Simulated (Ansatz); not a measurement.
## Worked example: the interaction energy

The pair of NH$_{3}$ (SMILES N, atoms 1–4) and CH$_{4}$ (SMILES C, atoms 5–9), both closed shells, in one local arrangement (a lower one may exist), relaxed at PBE0-D4/def2-TZVP:

N1  (-0.254, 0.066, -2.367)
H2  (0.532, 0.623, -2.055)
H3  (-1.078, 0.424, -1.900)
H4  (-0.105, -0.877, -2.029)
C5  (0.181, -0.047, 1.670)
H6  (-0.707, 0.363, 2.151)
H7  (0.056, -0.014, 0.587)
H8  (0.321, -1.080, 1.988)
H9  (1.052, 0.542, 1.954)
(Å)

Both fragments are computed in the basis of the whole pair.

Computed with Ansatz 0.2.0 (basis: def2-TZVPPD and def2-QZVPPD); correlated methods freeze the cores.

Energies in eV:

| quantity | pair | first fragment | second fragment |
| --- | --- | --- | --- |
| Hartree–Fock, triple zeta (X = 3) | -2624.14755 | -1529.87845 | -1094.29007 |
| Hartree–Fock, quadruple zeta (X = 4) | -2624.27824 | -1529.94880 | -1094.35035 |
| MP2 correlation, X = 3 | -11.86555 | -6.43884 | -5.40028 |
| MP2 correlation, X = 4 | -12.59143 | -6.85372 | -5.70953 |
| CCSD(T) correlation, X = 3 | -13.14268 | -6.98708 | -6.12545 |

(1) Work out the interaction energy at the basis limit: extrapolate Hartree–Fock as E(X) = E∞ + A exp(−7.88 √X) and the MP2 correlation as E(X) = E∞ + B X^−2.97 (the exponents that Neese and Valeev fitted for def2-TZVPP and QZVPP, reused here for the diffuse sets), then add CCSD(T) − MP2 in triple zeta.

The T1 diagnostic stays at or below 0.009.

Results:

(1) Each step is linear, so take the differences first (pair − first fragment − second fragment): Hartree–Fock 0.02097 (X = 3) and 0.02091 (X = 4); MP2 correlation -0.02643 and -0.02818; CCSD(T) correlation -0.03015.
Two points give E∞ = E(4) + w [E(4) − E(3)], with w = 1/(exp(7.88 (2 − √3)) − 1) = 0.1377 for Hartree–Fock and w = 1/((4/3)^2.97 − 1) = 0.7407 for the correlation.
Hartree–Fock: 0.02091 + 0.1377 × (-0.00006) = 0.0209 eV.
MP2 correlation: -0.02818 + 0.7407 × (-0.00175) = -0.0295 eV.
CCSD(T) − MP2: -0.03015 − (-0.02643) = -0.0037 eV.
Sum: 0.0209 + (-0.0295) + (-0.0037) = -0.0123 eV, or -0.28 kcal/mol. Plain CCSD(T) in triple zeta gives -0.0092 eV, so the larger basis shifts the result by -0.0031 eV.

For scale, one of the runs: CCSD(T)/def2-TZVPPD, 193 basis functions, launched by `ansatz run in.yaml --threads 2 --pin off --events-out ev --progress --plain --max-ram 5222MiB`. The run took 27 s on 2 CPU threads of an Arm Neoverse V2 (shared host), with 2.2 GiB of host memory at its peak.
